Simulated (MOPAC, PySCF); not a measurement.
C2H2, SMILES `C#C`, neutral singlet in the gas phase. 

Cartesian coordinates (Å):
```xyz
4

C     -0.5961     0.0073     0.0585
C      0.5962    -0.0073    -0.0459
H     -1.6567     0.0202     0.1514
H      1.6567    -0.0202    -0.1389
```
Charge 0, multiplicity 1.

All levels are single points at this geometry (PBE0-D4/def2-TZVP); Pople sets use spherical d functions. Orbital energies aren't observables, and empty levels follow the basis.

```csv
level,HOMO (eV),LUMO (eV),gap (eV),dipole (D),"vertical IE, Delta-SCF (eV)"
B3LYP-D3(BJ)/def2-TZVP in PySCF,-8.18,0.59,8.77,0.00,11.37
PBE-D3(BJ)/def2-TZVP in PySCF,-7.17,-0.18,6.99,0.00,11.42
PBE0-D4/def2-TZVP in PySCF,-8.43,0.88,9.30,0.00,11.30
B3LYP/3-21G in PySCF,-7.93,1.59,9.51,0.00,–
BP86/6-31G* in PySCF,-6.79,0.47,7.26,0.00,–
M06-2X/6-31G* in PySCF,-9.36,2.77,12.13,0.00,–
SVWN5/6-31G* in PySCF,-6.82,0.38,7.21,0.00,11.51
HF/3-21G in PySCF,-11.15,6.07,17.22,0.00,–
HF/STO-3G in PySCF,-9.55,10.84,20.39,0.00,–
AM1 in MOPAC,-11.48,2.05,13.54,0.00,–
PM3 in MOPAC,-11.55,1.97,13.52,0.00,–
PM6 in MOPAC,-11.57,1.72,13.29,0.00,–
PM7 in MOPAC,-11.64,1.63,13.27,0.00,–
```
